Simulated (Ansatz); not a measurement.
Reaction (hydrogenolysis of a C–Cl bond): `ClCCCCl` + H₂ → `CCCCl` + HCl

Gas-phase electronic energies from Ansatz, PBE0-D4/def2-TZVP geometries. CBS: MP2 limit from def2 TZ/QZ plus the TZ coupled-cluster correction, frozen cores. This one scheme is used for every species. Functionals use def2-TZVPP. B3LYP here is the variant with VWN-RPA as its local correlation; programs differ in this. Each species was taken in one conformer, which may not be the lowest.

```json
{"level": "LDA (SPW92)", "ΔE (kJ/mol)": "-78.0", "difference from CCSD(T)/CBS": "1.8"}
{"level": "r2SCAN-D4", "ΔE (kJ/mol)": "-78.5", "difference from CCSD(T)/CBS": "1.3"}
{"level": "r2SCANh-D4", "ΔE (kJ/mol)": "-80.0", "difference from CCSD(T)/CBS": "-0.2"}
{"level": "CAM-B3LYP-D4", "ΔE (kJ/mol)": "-83.5", "difference from CCSD(T)/CBS": "-3.7"}
{"level": "PBE-QIDH", "ΔE (kJ/mol)": "-83.3", "difference from CCSD(T)/CBS": "-3.5"}
{"level": "PBE", "ΔE (kJ/mol)": "-79.7", "difference from CCSD(T)/CBS": "0.1"}
{"level": "revPBE", "ΔE (kJ/mol)": "-81.2", "difference from CCSD(T)/CBS": "-1.4"}
{"level": "PBE0", "ΔE (kJ/mol)": "-84.4", "difference from CCSD(T)/CBS": "-4.6"}
{"level": "B3LYP", "ΔE (kJ/mol)": "-86.4", "difference from CCSD(T)/CBS": "-6.6"}
{"level": "r2SCAN0", "ΔE (kJ/mol)": "-83.6", "difference from CCSD(T)/CBS": "-3.8"}
{"level": "LC-ωPBE", "ΔE (kJ/mol)": "-87.1", "difference from CCSD(T)/CBS": "-7.3"}
{"level": "CCSD/def2-SVP", "ΔE (kJ/mol)": "-94.9", "difference from CCSD(T)/CBS": "-15.1"}
{"level": "HF/def2-TZVPP", "ΔE (kJ/mol)": "-96.2", "difference from CCSD(T)/CBS": "-16.4"}
{"level": "HF/def2-QZVPP", "ΔE (kJ/mol)": "-96.2", "difference from CCSD(T)/CBS": "-16.4"}
{"level": "HF/CBS(def2)", "ΔE (kJ/mol)": "-96.2", "difference from CCSD(T)/CBS": "-16.4"}
{"level": "CCSD/CBS(def2)", "ΔE (kJ/mol)": "-84.6", "difference from CCSD(T)/CBS": "-4.8"}
{"level": "CCSD(T)/CBS", "ΔE (kJ/mol)": "-79.8", "difference from CCSD(T)/CBS": "0"}
```

Largest T1 diagnostic among the species: 0.009.

In def2-TZVPP, CCSD(T) changes the Hartree–Fock value by +13.3 kJ/mol (the triples alone add +4.8 kJ/mol) and MP2 by +17.6 kJ/mol. From PBE to PBE0 (25 % exact exchange), in def2-TZVPP and without D4, ΔE moves by −4.7 kJ/mol. The D4 term adds +6.9 kJ/mol with B3LYP and +3.8 kJ/mol with PBE0; it sums over pairs of atoms, weighted by their polarisabilities, and B3LYP, whose exchange is more repulsive, gets the larger term.
